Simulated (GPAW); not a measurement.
# OLYP/real-space grid (scalar-relativistic datasets, continuum, electrostatics alone, water's cavity acetonitrile) run of CH2BN (SMILES BC#N)

Wanted: the solvation energy of CH2BN. The job is set up through an ASE script.

The calculation is run with GPAW 26.7.0.

3 further runs of the same task are left out: 1 that didn't finish, 2 set aside as unsound or not needed.

## (1) The structure to begin with

CH2BN has 5 atoms, charge 0, and is taken as a singlet. SMILES: `BC#N`. The coordinates come from a PBE0-D4/def2-TZVP relaxation.

Bond lengths: B1–C2 1.522 Å, C2–N3 1.154 Å, B1–H4 1.189 Å, B1–H5 1.189 Å. Angles: B1–C2–N3 180.0°, C2–B1–H4 118.9°, C2–B1–H5 118.9°, H4–B1–H5 122.2°.

## (2) The solvation energy at OLYP/real-space grid (scalar-relativistic datasets, continuum, electrostatics alone, water's cavity acetonitrile)

Input file run.py:

```python
import numpy as np
from ase import Atoms
from ase.units import Debye, kcal, mol
from gpaw import GPAW, setup_paths
from gpaw.atom.configurations import parameters
from gpaw.atom.generator import Generator
from gpaw.solvation import EffectivePotentialCavity, GradientSurface, LinearDielectric, Power12Potential, SolvationGPAW

# Atomic positions
atoms = Atoms(["B", "C", "N", "H", "H"],
    positions=[[ -0.219200,   0.441300,  -0.341900],
               [  0.352700,  -0.696700,   0.490700],
               [  0.786500,  -1.559600,   1.122200],
               [ -0.744300,   0.187400,  -1.377600],
               [ -0.125900,   1.554000,   0.065300]])
atoms.set_cell([12.0, 12.0, 12.0])
atoms.center()

# Generate the setups first
for symbol in ["B", "C", "H", "N"]:
    Generator(symbol, xcname="GGA_X_OPTX+GGA_C_LYP", scalarrel=True, nofiles=True, txt=None).run(**parameters[symbol])
setup_paths.insert(0, ".")

# GPAW settings
calc = GPAW(mode="fd",
            maxiter=100,
            h=0.22,
            legacy_gpaw=True,
            xc="GGA_X_OPTX+GGA_C_LYP",
            txt="-")
atoms.calc = calc
e_gas = atoms.get_potential_energy()
mu_gas = np.linalg.norm(atoms.get_dipole_moment()) / Debye

# Dielectric constant of acetonitrile; cavity of the water model, electrostatics alone
solvent = dict(cavity=EffectivePotentialCavity(effective_potential=Power12Potential(atomic_radii={"H": 1.09}, u0=0.18),
                                               temperature=298.15, surface_calculator=GradientSurface()),
               dielectric=LinearDielectric(epsinf=35.69),
               interactions=[])
calc = SolvationGPAW(mode="fd",
                     h=0.22,
                     xc="GGA_X_OPTX+GGA_C_LYP",
                     maxiter=100,
                     txt="-",
                     **solvent)
atoms.calc = calc
e_sol = atoms.get_potential_energy()
mu_sol = np.linalg.norm(atoms.get_dipole_moment()) / Debye
dg = (e_sol - e_gas) / (kcal / mol)
print(f"Electrostatic solvation energy{dg:.2f} kcal/mol")
print(f'Dipole {mu_gas:.3f} D in gas, {mu_sol:.3f} D in solution')
```

Command:

```sh
$ python3 -u run.py | tee run.out
```

What values should one expect? Wanted: energy as printed; dipole moment; HOMO energy; LUMO energy; HOMO–LUMO gap.

Answer, from the run:

At OLYP/real-space grid (scalar-relativistic datasets, continuum, electrostatics alone, water's cavity acetonitrile):

| quantity | value |
| --- | --- |
| energy as printed (from the program's reference atoms) | -28.6691 eV |
| dipole moment | 3.63 D |
| HOMO energy | -8.17 eV |
| LUMO energy | -3.79 eV |
| HOMO–LUMO gap | 4.38 eV |
